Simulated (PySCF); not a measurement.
# H7PSi2: core ionisation energies

Species: (SiH3)2PH, H7PSi2.
Z-matrix (Å and degrees, PBE0-D3(BJ)/def2-SVP geometry), rows numbered from 1:
```
Si
P   1  2.2634
Si  2  2.2625  1   97.10
H   1  1.4933  2  107.37  3   -75.54
H   1  1.4933  2  108.40  3   166.37
H   1  1.4953  2  113.54  3    44.86
H   2  1.4293  1   94.75  3   -95.50
H   3  1.4932  2  107.31  1    77.06
H   3  1.4958  2  113.68  1   -43.44
H   3  1.4933  2  108.28  1  -164.92
```

Theory: delta-SCF UKS SCAN, pcX-2 on the ionised atom, pcseg-1 elsewhere, spin-free X2C in PySCF. Binding energies are ΔSCF values: E(core-ionised, relaxed orbitals) − E(ground state) at a fixed geometry, referred to the vacuum level.

Problem. List the computed XPS lines with their assignment.

Solution. 
| atom(s) | environment | level | binding energy (eV) | 2p1/2 (eV) | count |
| --- | --- | --- | --- | --- | --- |
| Si1/Si3 | SiH3 silicon | Si 2p3/2 | 106.84 | 107.46 | 2 |
| Si1/Si3 | SiH3 silicon | Si 1s | 1846.60 | – | 2 |
| P2 | three-coordinate phosphorus | P 2p3/2 | 135.99 | 136.88 | 1 |
| P2 | three-coordinate phosphorus | P 1s | 2149.48 | – | 1 |

Problem. Which effective nuclear charge Zeff reproduces each element's mean 1s value in the hydrogen-like formula E = 13.606 eV × Zeff²?

Solution. Si (Z = 14): mean 1846.6 eV, Zeff = 11.65, Z − Zeff = 2.35; P (Z = 15): mean 2149.5 eV, Zeff = 12.57, Z − Zeff = 2.43. Means run over the listed sites, weighted by atom count.

Problem. What is the longest wavelength that can ionise P 1s of P2 vertically?

Solution. λ = hc/E = 12398.42 eV Å / 2149.48 eV = 5.768 Å.

The first atom of each set that the bonding makes equivalent was ionised and stands for the set. For 2p shells one spin-free hole was relaxed; a mean-field spin–orbit operator and the ground-state splitting of the three 2p orbitals were then diagonalised within the shell. The shell's mean is (2 × 2p3/2 + 2p1/2)/3, and the degeneracies 2j + 1 give areas of 2:1. 2p1/2 minus 2p3/2 (ligand field included): Si 0.62 eV, P 0.89 eV. Geometry: PBE0-D3(BJ)/def2-SVP; no solvent, vibrations or thermal averaging.
